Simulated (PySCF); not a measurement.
Job file and geometry (Å, from PBE0-D3(BJ)/def2-SVP) of an NMR shielding run on pentafluorophosphorane (SMILES F[P@TB1](F)(F)(F)F), GIAO KT3/pcSseg-2 NMR shielding, non-relativistic, gas phase (PySCF 2.14.0, density-fitted response routines); density fitting, a coarse starting grid and PySCF grid level 2 are the driver's defaults:

```
$ OMP_NUM_THREADS=1 python probes_run.py task.json out

{"job": {"kind": "nmr", "xc": "KT3", "basis": "pcSseg-2", "pop": false}, "charge": 0, "multiplicity": 1}
F      0.642192    -0.573848    -1.352234
P      0.003159    -0.005279    -0.007503
F      1.110093     1.104259     0.049107
F      0.243866    -1.388688     0.691525
F     -1.344156     0.268130    -0.762575
F     -0.635778     0.563869     1.337118
```

Problem. Write the output of this run.

Solution. 
```
coarse grid: 7056 points
cycle   1  E = -849.0106105304  dE =  1.205e+00  |g| = 1.403e+00  |ddm| = 2.311e+00
cycle   2  E = -848.3184948635  dE =  6.921e-01  |g| = 2.585e+00  |ddm| = 1.778e+00
cycle   3  E = -849.2978034517  dE = -9.793e-01  |g| = 8.669e-02  |ddm| = 1.232e+00
cycle   4  E = -849.2986038021  dE = -8.004e-04  |g| = 5.528e-02  |ddm| = 8.783e-02
cycle   5  E = -849.2989707047  dE = -3.669e-04  |g| = 2.886e-02  |ddm| = 3.393e-02
cycle   6  E = -849.2990960173  dE = -1.253e-04  |g| = 3.393e-03  |ddm| = 1.319e-02
cycle   7  E = -849.2990977005  dE = -1.683e-06  |g| = 3.306e-04  |ddm| = 1.494e-03
final grid: 69952 points
cycle   8  E = -849.2957466756  dE = -2.780e-04  |g| = 4.433e-02  |ddm| = 4.875e-02
cycle   9  E = -849.2952877291  dE =  4.589e-04  |g| = 7.123e-02  |ddm| = 4.427e-02
cycle  10  E = -849.2960014185  dE = -7.137e-04  |g| = 4.487e-03  |ddm| = 3.055e-02
cycle  11  E = -849.2960038737  dE = -2.455e-06  |g| = 1.241e-03  |ddm| = 3.064e-03
cycle  12  E = -849.2960040707  dE = -1.970e-07  |g| = 5.523e-04  |ddm| = 7.033e-04
cycle  13  E = -849.2960041168  dE = -4.605e-08  |g| = 7.841e-05  |ddm| = 2.673e-04
cycle  14  E = -849.2960041178  dE = -1.000e-09  |g| = 7.137e-06  |ddm| = 4.348e-05
cycle  15  E = -849.2960041178  dE = -6.821e-12  |g| = 5.829e-06  |ddm| = 5.085e-06
converged SCF energy = -849.2960041178

GIAO shielding tensors (ppm)
atom      isotropic    diamagn.    paramagn.     s11        s22        s33       span
  0 F      217.046     470.046    -252.999    155.309    155.315    340.516    185.208
  1 P      376.632     955.720    -579.088    302.965    413.416    413.515    110.550
  2 F      225.647     468.497    -242.850    140.001    191.992    344.947    204.946
  3 F      225.637     468.482    -242.845    139.943    191.871    345.098    205.155
  4 F      225.572     468.489    -242.917    139.875    191.863    344.978    205.103
  5 F      217.011     470.117    -253.106    155.173    155.330    340.529    185.355
```

Problem. Turn these shieldings into chemical shifts. Referencing at the same level of theory: 19F (σref 146.91) against CFCl3; 31P (σref 321.56) against H3PO4.

Solution. Averaging equivalent atoms: F 5: -70.1; F 0: -70.1; F 2/3/4: -78.7; P 1: -55.1 ppm. Unscaled 19F shifts against computed CFCl3 carry errors that often reach 10 to 50 ppm. Experimental scales use liquid or dissolved standards, which lie at an offset from isolated H3PO4.

Size and cost of the density-fitted run: 223 basis functions, 23 s wall time on 1 thread of an Arm Neoverse V2, shared host; peak memory 0.7 GiB.
